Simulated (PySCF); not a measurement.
**Structure elucidation problem**

Molecular formula: C4H7Cl. Simulated spectra:

¹H NMR (400 MHz, computed): δ 5.37 (m, 1H), 5.30 (m, 1H), 4.03 (s, 2H), 2.01 (s, 3H).

¹³C{¹H} NMR (computed): δ 152.0 (C), 122.7 (CH2), 55.6 (CH2), 22.9 (CH3).

[PySCF 2.14: geometry: GFN2-xTB; σ from GIAO-PBE0/pcSseg-1; one computed conformer; no solvent; relativity neglected; fast rotation and ring inversion assumed for equivalent nuclei]

Shifts are taken against calculated references (same method and geometry level): TMS for ¹H (31.72 ppm), ¹³C (186.93 ppm).

**Question.** Propose a structure and justify it.

**Answer.** 
- Rings plus π bonds: 1 (no ring in the answer).
- 4 carbon signals for 4 carbons: no two carbons are equivalent.
- Carbon types of the structure: 1 × C, 2 × CH2, 1 × CH3, which accounts for all hydrogens.
- δC 152.0: fully substituted alkene carbon; the olefinic region.
- δC 122.7: terminal =CH2 carbon; the olefinic region.
- δC 55.6: allylic sp3 CH2 bonded to Cl; pulled downfield by the heteroatom.
- δC 22.9: allylic methyl carbon; saturated and bonded to C and H only.
- δH 5.37, 5.30: hydrogen on a terminal =CH2 carbon; attached to an sp2 carbon and in the plane of the double bond.
- δH 4.03: hydrogen on an allylic sp3 CH2 bonded to Cl; its carbon carries Cl, which withdraws density.
- δH 2.01: hydrogen on an allylic methyl carbon; allylic position.

Structure: 3-chloro-2-methylpropene.

The shifts were computed for this structure.

Carbons that carry Cl, above all several Cl atoms, come out too deshielded, partly because spin–orbit coupling is missing. Shifts are as computed. Against solution values, carbons near 30 ppm lie about +3 ppm off and those near 130 ppm about +5 ppm; carbons on Cl a further +6 ppm. Of 1211 compounds with measured shifts, 218 miss one by over three times the rms of a fit or turn the order of signals round; such compounds aren't used in these exercises. No couplings were computed; multiplicities are counted from neighbouring protons, with m where these are inequivalent, close in shift, in a saturated or five-membered ring or joined by F or P, and br s for small geminal =CH2 splittings.
